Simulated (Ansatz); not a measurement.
**CH4ClSi+ (SMILES [SiH2+]CCl): a rigid scan of the bond length C2–Cl3**

One table from this session's results is given with a row withheld; the runs are named, their logs left out.

The runs use Ansatz 0.2.0, Gaussian basis; single points in def2-TZVPP.

Levels: PBE-D4, r2SCAN-D4, PBE0-D4, B3LYP-D4, wB97M-V, Hartree-Fock, MP2, CCSD, CCSD(T). The scan takes 1.581, 1.616, 1.668, 1.728, 1.795, 1.867, 1.943, 2.024, 2.108 Å.

Cores are frozen in the correlated methods. B3LYP uses VWN-RPA correlation.

37 further runs of the same task are left out: 37 set aside as unsound or not needed.

## Where the work starts

The minimum, relaxed at PBE0-D4: SMILES `[SiH2+]CCl`, 7 atoms, charge 1, spin multiplicity 1.

Atoms are counted from 1 here; the program's logs count them from 0.

Bond lengths: Si1–C2 1.831 Å, Si1–H4 1.473 Å, Si1–H5 1.477 Å, C2–Cl3 1.757 Å, C2–H6 1.100 Å, C2–H7 1.100 Å. Angles: C2–Si1–H4 120.3°, C2–Si1–H5 120.4°, H4–Si1–H5 119.2°, Si1–C2–Cl3 110.7°, Si1–C2–H6 109.1°, Si1–C2–H7 109.1°, Cl3–C2–H6 111.0°, Cl3–C2–H7 111.0°, H6–C2–H7 105.6°.

Geometry (Å):

```xyz
7

Si   -0.7469    0.2980   -0.6405
C     0.6152   -0.1042    0.5158
Cl    0.7306   -1.8396    0.7616
H    -1.5832   -0.7745   -1.2057
H    -1.0185    1.7000   -1.0184
H     0.4458    0.4188    1.4686
H     1.5571    0.3015    0.1186
```

Energies of the minimum (eV), from earlier single points: PBE-D4 -21483.58399, r2SCAN-D4 -21491.90329, PBE0-D4 -21485.51262, B3LYP-D4 -21495.51489, wB97M-V -21492.34823, CCSD(T) -21466.34364.

At the minimum the bond length C2–Cl3 is 1.757 Å.

Set-up of the first run:

Input file ccsdt-tzvpp/in.yaml:

```yaml
crystal:
  periodic: [false, false, false]
  atoms:
    - {symbol: Si, position_ang: [-0.746914, 0.298025, -0.640538]}
    - {symbol: C, position_ang: [0.615198, -0.104184, 0.515844]}
    - {symbol: Cl, position_ang: [0.719053, -1.666181, 0.737069]}
    - {symbol: H, position_ang: [-1.583244, -0.774475, -1.205738]}
    - {symbol: H, position_ang: [-1.018541, 1.699971, -1.018440]}
    - {symbol: H, position_ang: [0.445785, 0.418780, 1.468618]}
    - {symbol: H, position_ang: [1.557133, 0.301500, 0.118622]}
basis:
  gaussian: {orbitals: def2-TZVPP}
total_charge: 1
correlation: {method: ccsd_t}
```

No record of the launch command was kept for these runs.

Among the steps run: C2–Cl3 = 1.581 Å; C2–Cl3 = 1.616 Å; C2–Cl3 = 1.668 Å; C2–Cl3 = 1.728 Å; C2–Cl3 = 1.795 Å; C2–Cl3 = 1.867 Å; C2–Cl3 = 1.943 Å; C2–Cl3 = 2.024 Å; C2–Cl3 = 2.108 Å.

One table of the session follows, with a row left open; its other results are not shown here.

Energies less that of the minimum at the same level (eV):

| bond length (Å) | PBE-D4 | PBE0-D4 | B3LYP-D4 | wB97M-V | Hartree-Fock |
| --- | --- | --- | --- | --- | --- |
| 1.581 | 0.557 | 0.509 | 0.578 | 0.553 | 0.580 |
| 1.616 | 0.348 | 0.307 | 0.364 | 0.341 | 0.356 |
| 1.668 | 0.140 | 0.112 | 0.148 | 0.131 | 0.135 |
| 1.728 | 0.020 | 0.010 | 0.023 | 0.016 | 0.016 |
| 1.757 (minimum) | 0.000 | 0.000 | 0.000 | 0.000 | 0.000 |
| 1.795 | 0.003 | 0.017 | 0.001 | 0.011 | 0.013 |
| 1.867 | ? | ? | ? | ? | ? |
| 1.943 | 0.248 | 0.324 | 0.241 | 0.301 | 0.332 |
| 2.024 | 0.481 | 0.594 | 0.474 | 0.569 | 0.622 |
| 2.108 | 0.760 | 0.913 | 0.756 | 0.891 | 0.972 |

Estimate the missing values for bond length (Å) = 1.867.

Worked estimate for «PBE-D4». A straight line through the neighbours (1.795, 0.003) and (1.943, 0.248) gives 0.003 + (0.248 − 0.003) × (1.867 − 1.795) / (1.943 − 1.795) = 0.122; a parabola fitted to 4 rows on both sides gives 0.086.

**Answer.** PBE-D4: 0.085; PBE0-D4: 0.127; B3LYP-D4: 0.078; wB97M-V: 0.111; Hartree-Fock: 0.124. In «PBE-D4» the line misses by +0.037 and the parabola by +0.001.
